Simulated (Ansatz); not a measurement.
System: bcc Li. Method: PBEsol (plane waves, PAW; Ansatz, a quantum-chemistry and plane-wave program).

A relaxed, unreconstructed slab of the (210) face has 20 atoms, two equal faces of 26.349 Å² each and an energy of -4058.2318 eV. A bulk cell of 10 atoms with the same orientation and in-plane k mesh has -2029.9805 eV. Energies are extrapolated to zero smearing.

Settings: plane-wave cutoff 500 eV, 16×8×1 k mesh (along the axes of the cell as run), Fermi–Dirac smearing 0.1 eV, scalar-relativistic PAW data made under PBE.

Worked out: γ = (E_slab − N E_bulk per atom)/2A = [-4058.2318 − 20 × (-2029.9805/10)]/(2 × 26.349) = 0.0328 eV/Å². With 16.022 J/m² per eV/Å² this is 0.53 J/m², or 0.86 eV per surface cell and face.
